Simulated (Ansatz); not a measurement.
# Relaxing Y5Sn4

The calculation used DFT PBE, scalar-relativistic, plane waves, PAW in Ansatz 0.2.0.

The start is a database structure of Y5Sn4, space group Pnma (No. 62).

The final relaxation ran on this input, with the default PAW datasets:

```yaml
crystal:
  lattice:
    - [8.043224, 0.0, 0.0]
    - [0.0, 15.581037, 0.0]
    - [0.0, 0.0, 8.169165]
  atoms:
    - { symbol: "Y", position: [0.633132, 0.621703, 0.164104] }
    - { symbol: "Y", position: [0.133132, 0.878297, 0.335896] }
    - { symbol: "Y", position: [0.366868, 0.121703, 0.835896] }
    - { symbol: "Y", position: [0.866868, 0.378297, 0.664104] }
    - { symbol: "Y", position: [0.366868, 0.378297, 0.835896] }
    - { symbol: "Y", position: [0.866868, 0.121703, 0.664104] }
    - { symbol: "Y", position: [0.633132, 0.878297, 0.164104] }
    - { symbol: "Y", position: [0.133132, 0.621703, 0.335896] }
    - { symbol: "Y", position: [0.476884, 0.598149, 0.679756] }
    - { symbol: "Y", position: [0.976884, 0.901851, 0.820244] }
    - { symbol: "Y", position: [0.523116, 0.098149, 0.320244] }
    - { symbol: "Y", position: [0.023116, 0.401851, 0.179756] }
    - { symbol: "Y", position: [0.523116, 0.401851, 0.320244] }
    - { symbol: "Y", position: [0.023116, 0.098149, 0.179756] }
    - { symbol: "Y", position: [0.476884, 0.901851, 0.679756] }
    - { symbol: "Y", position: [0.976884, 0.598149, 0.820244] }
    - { symbol: "Y", position: [0.802053, 0.75, 0.497295] }
    - { symbol: "Y", position: [0.302053, 0.75, 0.002705] }
    - { symbol: "Y", position: [0.197947, 0.25, 0.502705] }
    - { symbol: "Y", position: [0.697947, 0.25, 0.997295] }
    - { symbol: Sn, position: [0.708203, 0.458521, 0.966633] }
    - { symbol: Sn, position: [0.208203, 0.041479, 0.533367] }
    - { symbol: Sn, position: [0.291797, 0.958521, 0.033367] }
    - { symbol: Sn, position: [0.791797, 0.541479, 0.466633] }
    - { symbol: Sn, position: [0.291797, 0.541479, 0.033367] }
    - { symbol: Sn, position: [0.791797, 0.958521, 0.466633] }
    - { symbol: Sn, position: [0.708203, 0.041479, 0.966633] }
    - { symbol: Sn, position: [0.208203, 0.458521, 0.533367] }
    - { symbol: Sn, position: [0.435244, 0.75, 0.379661] }
    - { symbol: Sn, position: [0.935244, 0.75, 0.120339] }
    - { symbol: Sn, position: [0.564756, 0.25, 0.620339] }
    - { symbol: Sn, position: [0.064756, 0.25, 0.879661] }
    - { symbol: Sn, position: [0.669867, 0.75, 0.852897] }
    - { symbol: Sn, position: [0.169867, 0.75, 0.647103] }
    - { symbol: Sn, position: [0.330133, 0.25, 0.147103] }
    - { symbol: Sn, position: [0.830133, 0.25, 0.352897] }
basis:
  ecutwfc: 420
kpoints:
  mp_grid: { grid: [6, 4, 6] }
hamiltonian:
  xc: pbe
scf:
  occupations: { method: gaussian, width: 0.1 }
output:
  forces: true
  stress: true
  eigenvalues: true
relax:
  adjacent_minimum: "off"
  f_tol: 0.01
  max_steps: 80
  cell: { stress_tol: 0.05 }
```

Launched as:

```bash
ansatz run input.yaml --threads 8 --pin off --max-ram 20480MiB --backend cpu --events-out ev --progress --plain --runs-dir out
```

Time: 16 min on 8 threads of Intel(R) Xeon(R) Platinum 8488C (Sapphire Rapids), on a shared host, peak memory 15 GiB.

End of the output:

```
--- Forces (eV/Å), atoms counted from 1 ---
  atom   1  Y      0.00164373    -0.00997566     0.00097786
  atom   2  Y      0.00164373     0.00997566    -0.00097786
  atom   3  Y     -0.00164373    -0.00997566    -0.00097786
  atom   4  Y     -0.00164373     0.00997566     0.00097786
  atom   5  Y     -0.00164373     0.00997566    -0.00097786
  atom   6  Y     -0.00164373    -0.00997566     0.00097786
  atom   7  Y      0.00164373     0.00997566     0.00097786
  atom   8  Y      0.00164373    -0.00997566    -0.00097786
  atom   9  Y     -0.00022499    -0.00620554     0.00230920
  atom  10  Y     -0.00022499     0.00620554    -0.00230920
  atom  11  Y      0.00022499    -0.00620554    -0.00230920
  atom  12  Y      0.00022499     0.00620554     0.00230920
  atom  13  Y      0.00022499     0.00620554    -0.00230920
  atom  14  Y      0.00022499    -0.00620554     0.00230920
  atom  15  Y     -0.00022499     0.00620554     0.00230920
  atom  16  Y     -0.00022499    -0.00620554    -0.00230920
  atom  17  Y     -0.00323596     0.00000000     0.00139763
  atom  18  Y     -0.00323596     0.00000000    -0.00139763
  atom  19  Y      0.00323596     0.00000000    -0.00139763
  atom  20  Y      0.00323596     0.00000000     0.00139763
  atom  21  Sn    -0.00179082    -0.00322238    -0.00246700
  atom  22  Sn    -0.00179082     0.00322238     0.00246700
  atom  23  Sn     0.00179082    -0.00322238     0.00246700
  atom  24  Sn     0.00179082     0.00322238    -0.00246700
  atom  25  Sn     0.00179082     0.00322238     0.00246700
  atom  26  Sn     0.00179082    -0.00322238    -0.00246700
  atom  27  Sn    -0.00179082     0.00322238    -0.00246700
  atom  28  Sn    -0.00179082    -0.00322238     0.00246700
  atom  29  Sn    -0.00120275     0.00000000    -0.00127801
  atom  30  Sn    -0.00120275     0.00000000     0.00127801
  atom  31  Sn     0.00120275     0.00000000     0.00127801
  atom  32  Sn     0.00120275     0.00000000    -0.00127801
  atom  33  Sn    -0.00247723     0.00000000    -0.00298647
  atom  34  Sn    -0.00247723     0.00000000     0.00298647
  atom  35  Sn     0.00247723     0.00000000     0.00298647
  atom  36  Sn     0.00247723     0.00000000    -0.00298647
  max |Σ_I F_I| component: 1.06e-18 eV/Å
--- Stress (GPa, compression-positive) ---
       -0.000672       0.000000       0.000000
        0.000000      -0.001893       0.000000
        0.000000       0.000000      -0.018312
  P = ⅓ Tr σ = -0.0070 GPa (-0.070 kbar)
--- Relaxed structure (4 steps of the walk, 4 accepted, 1 SCFs on fresh bases) ---
  F+E_penalty+E_count = -173389.30128786 eV   max|allowed force component| = 9.976e-3 eV/Å   (the final SCF, on the basis selected at the relaxed cell)
  cell:  # Å, volume = 1022.6200 Å³
    - [8.067738, 0.000000, 0.000000]
    - [0.000000, 15.507448, 0.000000]
    - [0.000000, 0.000000, 8.173766]
  atoms:
    - { symbol: Y, position: [0.630427, 0.621971, 0.161770] }
    - { symbol: Y, position: [0.130427, 0.878029, 0.338230] }
    - { symbol: Y, position: [0.369573, 0.121971, 0.838230] }
    - { symbol: Y, position: [0.869573, 0.378029, 0.661770] }
    - { symbol: Y, position: [0.369573, 0.378029, 0.838230] }
    - { symbol: Y, position: [0.869573, 0.121971, 0.661770] }
    - { symbol: Y, position: [0.630427, 0.878029, 0.161770] }
    - { symbol: Y, position: [0.130427, 0.621971, 0.338230] }
    - { symbol: Y, position: [0.475568, 0.597915, 0.678183] }
    - { symbol: Y, position: [0.975568, 0.902085, 0.821817] }
    - { symbol: Y, position: [0.524432, 0.097915, 0.321817] }
    - { symbol: Y, position: [0.024432, 0.402085, 0.178183] }
    - { symbol: Y, position: [0.524432, 0.402085, 0.321817] }
    - { symbol: Y, position: [0.024432, 0.097915, 0.178183] }
    - { symbol: Y, position: [0.475568, 0.902085, 0.678183] }
    - { symbol: Y, position: [0.975568, 0.597915, 0.821817] }
    - { symbol: Y, position: [0.798453, 0.750000, 0.497105] }
    - { symbol: Y, position: [0.298453, 0.750000, 0.002895] }
    - { symbol: Y, position: [0.201547, 0.250000, 0.502895] }
    - { symbol: Y, position: [0.701547, 0.250000, 0.997105] }
    - { symbol: Sn, position: [0.709696, 0.458160, 0.964388] }
    - { symbol: Sn, position: [0.209696, 0.041840, 0.535612] }
    - { symbol: Sn, position: [0.290304, 0.958160, 0.035612] }
    - { symbol: Sn, position: [0.790304, 0.541840, 0.464388] }
    - { symbol: Sn, position: [0.290304, 0.541840, 0.035612] }
    - { symbol: Sn, position: [0.790304, 0.958160, 0.464388] }
    - { symbol: Sn, position: [0.709696, 0.041840, 0.964388] }
    - { symbol: Sn, position: [0.209696, 0.458160, 0.535612] }
    - { symbol: Sn, position: [0.432756, 0.750000, 0.381994] }
    - { symbol: Sn, position: [0.932756, 0.750000, 0.118006] }
    - { symbol: Sn, position: [0.567244, 0.250000, 0.618006] }
    - { symbol: Sn, position: [0.067244, 0.250000, 0.881994] }
    - { symbol: Sn, position: [0.666503, 0.750000, 0.852842] }
    - { symbol: Sn, position: [0.166503, 0.750000, 0.647158] }
    - { symbol: Sn, position: [0.333497, 0.250000, 0.147158] }
    - { symbol: Sn, position: [0.833497, 0.250000, 0.352842] }
```

Absolute energies hang on the potentials; compare differences alone.

The result has space group Pnma (No. 62). Y on Wyckoff site d (8 atoms of the primitive cell) is coordinated by 6 Sn at 3.05–3.23 Å (next Y at 3.58 Å); Y on Wyckoff site d (8 atoms of the primitive cell) is coordinated by 6 Sn at 3.16–3.44 Å (next Sn at 3.71 Å); Y on Wyckoff site c (4 atoms of the primitive cell) is coordinated by 6 Sn at 3.10–3.28 Å and 8 Y at 3.58–3.83 Å; Sn on Wyckoff site d (8 atoms of the primitive cell) is coordinated by 7 Y at 3.05–3.39 Å, 1 Sn at 3.67 Å and 1 Y at 3.71 Å.

Against the elements it lies at -0.79 eV/atom. The zero of energy is the elements' standard structures at the same level; no fitted shifts are applied.

The k mesh leaves about 4 meV/atom of noise in metals.

A structure relaxed within its symmetry needn't be a true minimum.